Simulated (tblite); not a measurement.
Record of a relaxation.

Compound: carbonyl sulfide cation, COS (charge +1 and doublet state).
Bonds: O1–C2 (double), C2–S3 (double).
Bond orders are those of one Lewis drawing.

Computed with GFN2-xTB (tblite), gas phase: L-BFGS steps from a force-field or distance-geometry start until the largest atomic force falls under 0.01 eV/Å.

Step 0: E = -240.8865 eV, largest atomic force 4.510 eV/Å
```
atom  x, y, z in Å  |  force x, y, z in eV/Å
O1     -1.375    0.141   -0.003    4.509  -0.091  -0.056
C2     -0.213    0.114   -0.011   -0.255  -0.062   0.101
S3      1.599    0.053    0.002   -4.254   0.153  -0.045
```

Step 1: E = -241.1559 eV, largest atomic force 7.016 eV/Å
```
atom  x, y, z in Å  |  force x, y, z in eV/Å
O1     -1.310    0.140   -0.003   -3.682   0.106   0.000
C2     -0.216    0.113   -0.010    7.012  -0.226   0.036
S3      1.538    0.055    0.001   -3.330   0.120  -0.035
```

Step 2: E = -241.4200 eV, largest atomic force 3.286 eV/Å
```
atom  x, y, z in Å  |  force x, y, z in eV/Å
O1     -1.258    0.139   -0.005   -1.112   0.041  -0.014
C2     -0.132    0.109   -0.007   -2.173   0.055   0.011
S3      1.401    0.060   -0.001    3.285  -0.097   0.003
```

Step 3: E = -241.4983 eV, largest atomic force 1.322 eV/Å
```
atom  x, y, z in Å  |  force x, y, z in eV/Å
O1     -1.298    0.140   -0.004    0.480  -0.001  -0.019
C2     -0.165    0.110   -0.008    0.841  -0.050   0.037
S3      1.474    0.057    0.000   -1.321   0.051  -0.019
```

Step 4: E = -241.5245 eV, largest atomic force 0.314 eV/Å
```
atom  x, y, z in Å  |  force x, y, z in eV/Å
O1     -1.286    0.140   -0.005    0.025   0.010  -0.015
C2     -0.156    0.110   -0.008    0.288  -0.027   0.027
S3      1.453    0.058    0.000   -0.313   0.017  -0.012
```

Step 5: E = -241.5258 eV, largest atomic force 0.053 eV/Å
```
atom  x, y, z in Å  |  force x, y, z in eV/Å
O1     -1.283    0.140   -0.005    0.000   0.009  -0.013
C2     -0.152    0.109   -0.007   -0.047  -0.013   0.021
S3      1.447    0.059   -0.001    0.048   0.005  -0.009
```

Step 6: E = -241.5259 eV, largest atomic force 0.023 eV/Å
```
atom  x, y, z in Å  |  force x, y, z in eV/Å
O1     -1.284    0.140   -0.005    0.000   0.008  -0.011
C2     -0.153    0.109   -0.007   -0.001  -0.013   0.019
S3      1.448    0.059   -0.001    0.001   0.005  -0.008
```

Step 7: E = -241.5259 eV, largest atomic force 0.021 eV/Å
```
atom  x, y, z in Å  |  force x, y, z in eV/Å
O1     -1.284    0.141   -0.005    0.000   0.007  -0.009
C2     -0.153    0.109   -0.006    0.007  -0.011   0.016
S3      1.448    0.059   -0.001   -0.007   0.005  -0.007
```

Step 8: E = -241.5259 eV, largest atomic force 0.014 eV/Å
```
atom  x, y, z in Å  |  force x, y, z in eV/Å
O1     -1.284    0.141   -0.006    0.001   0.001  -0.002
C2     -0.153    0.108   -0.005    0.013  -0.003   0.004
S3      1.448    0.059   -0.001   -0.014   0.001  -0.001
```

Step 9: E = -241.5259 eV, largest atomic force 0.005 eV/Å
```
atom  x, y, z in Å  |  force x, y, z in eV/Å
O1     -1.284    0.141   -0.006    0.000   0.000   0.000
C2     -0.153    0.107   -0.004    0.005   0.000   0.000
S3      1.448    0.059   -0.002   -0.005   0.000   0.000
```

Problem. Summarise the path.

Solution. The energy falls by 14.75 kcal/mol from step 0 to step 9; nine tenths of that is first reached at step 3. It never rises by more than 0.2 meV. The largest force goes from 4.510 to 0.005 eV/Å. Among the bonds C2=S3 changes most, from 1.813 to 1.602 Å; the atoms move by 0.108 Å rms after alignment.

What follows is the cost of the whole relaxation. The run took under 0.1 s wall on one thread, Arm Neoverse V2 (aarch64), shared host with 192 logical CPUs at a one-minute load of 69.
